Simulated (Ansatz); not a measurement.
Geometry optimisation, RKS PBE/def2-SVP in Ansatz.

The input (input.yaml):

```yaml
crystal:
  periodic: [false, false, false]
  atoms:
    - { symbol: Al, position_ang: [0.0, 0.0, 0.0] }
    - { symbol: H, position_ang: [0.0, 0.0, 1.56] }
    - { symbol: C, position_ang: [1.706, 0.0, -0.985] }
    - { symbol: H, position_ang: [2.0356, -1.0462, -1.1552] }
    - { symbol: H, position_ang: [1.5695, 0.508, -1.9624] }
    - { symbol: C, position_ang: [2.7598, 0.7369, -0.1745] }
    - { symbol: H, position_ang: [3.6837, 0.1238, -0.1234] }
    - { symbol: H, position_ang: [2.9879, 1.7088, -0.6598] }
    - { symbol: H, position_ang: [2.3786, 0.9171, 0.8522] }
    - { symbol: H, position_ang: [-1.351, 0.0, -0.78] }
basis:
  gaussian: { orbitals: def2-SVP }
hamiltonian:
  xc: pbe
relax:
  f_tol: 0.02
  max_steps: 40
```

Run as:

```bash
$ ansatz run input.yaml --threads 2 --pin off --max-ram 3072MiB --backend cpu --events-out ev --progress --plain --runs-dir out
```

Question: Where does it end, and by what steps?

Answer: It converged. The force dipped under the threshold on the way, but the program's further checks kept it going. After 20 steps the energy has fallen by 0.244 eV; H9 moved furthest, 0.92 Å.

| step | energy less start (eV) | largest force component (eV/Å) | accepted |
| --- | --- | --- | --- |
| 0 | 0.0000 | 0.634 | yes |
| 1 | -0.1416 | 0.251 | yes |
| 2 | -0.1611 | 0.169 | yes |
| 3 | -0.1992 | 0.170 | yes |
| 4 | -0.2270 | 0.087 | yes |
| 5 | -0.1802 | 1.017 | no |
| 6 | -0.2342 | 0.072 | yes |
| 7 | -0.2333 | 0.223 | no |
| 8 | -0.2369 | 0.058 | yes |
| 9 | -0.2364 | 0.150 | no |
| 10 | -0.2378 | 0.011 | yes |
| 11 | -0.2385 | 0.011 | yes |
| 12 | -0.2394 | 0.018 | yes |
| 13 | -0.2405 | 0.029 | yes |
| 14 | -0.2417 | 0.054 | yes |
| 15 | -0.2423 | 0.081 | yes |
| 16 | -0.2427 | 0.081 | yes |
| 17 | -0.2435 | 0.082 | yes |
| 18 | -0.2440 | 0.037 | yes |
| 19 | -0.2443 | 0.022 | yes |
| 20 | -0.2444 | 0.014 | yes |

```xyz
10
Properties=species:S:1:pos:R:3
Al -0.103 0.099 -0.067
H -0.329 0.744 1.389
C 1.687 0.022 -0.899
H 1.891 -1.060 -1.090
H 1.589 0.448 -1.926
C 2.863 0.668 -0.150
H 3.828 0.544 -0.686
H 2.712 1.759 -0.007
H 2.998 0.235 0.862
H -1.365 -0.511 -0.854
```

Whether the end is a true minimum wasn't checked by a vibrational analysis.

Run time: 22 s on 2 threads of Arm Neoverse V2 (shared host), peak memory 0.11 GiB.
